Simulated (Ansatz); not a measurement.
Relaxation of AlFH₄O (7 atoms, charge 0, multiplicity 1), to a largest force component of 0.03 eV/Å in at most 50 steps.

Computed with RKS PBE0-D4/cc-pVDZ in Ansatz.

```xyz
7
Properties=species:S:1:pos:R:3:forces:R:3
Al 0.039 -0.413 -0.487 -0.05 -0.24 0.45
F -0.033 -0.115 2.376 -0.03 0.19 -0.28
H 1.430 0.291 -0.742 0.03 0.02 0.01
H -1.402 0.107 -0.920 0.02 -0.01 -0.01
O 0.152 -2.021 0.243 -0.03 0.40 0.12
H -0.646 -2.561 0.258 -0.01 -0.02 0.00
H 0.139 -1.010 2.199 0.07 -0.34 -0.28
```

Where does it end, and by what steps?

It converged. After 15 steps the energy has fallen by 1.252 eV; H7 moved furthest, 1.06 Å. Parted: F2–H7 (0.93 → 2.21 Å). Joined: Al1–F2 (2.88 → 1.73 Å), O5–H7 (2.20 → 0.98 Å).

| step | energy less start (eV) | largest force component (eV/Å) | accepted |
| --- | --- | --- | --- |
| 0 | 0.0000 | 0.450 | yes |
| 1 | -0.1729 | 0.511 | yes |
| 2 | -0.3692 | 0.866 | yes |
| 3 | -0.4598 | 0.764 | yes |
| 4 | -0.5069 | 0.679 | yes |
| 5 | -0.5623 | 0.307 | yes |
| 6 | -0.6490 | 1.633 | yes |
| 7 | -0.6824 | 3.917 | yes |
| 8 | -1.0061 | 0.902 | yes |
| 9 | -1.1310 | 0.786 | yes |
| 10 | -1.2160 | 0.528 | yes |
| 11 | -1.2094 | 0.896 | no |
| 12 | -1.2363 | 0.111 | yes |
| 13 | -1.2480 | 0.260 | yes |
| 14 | -1.2505 | 0.131 | yes |
| 15 | -1.2519 | 0.025 | yes |

```xyz
7
Properties=species:S:1:pos:R:3
Al 0.057 -0.016 0.041
F -0.020 0.346 1.726
H 1.452 0.278 -0.664
H -1.352 0.004 -0.713
O 0.125 -1.983 0.602
H -0.665 -2.491 0.367
H 0.084 -1.859 1.568
```

Time of the run: 36 s on 1 thread of Arm Neoverse V1, on a shared host, peak memory 0.13 GiB.
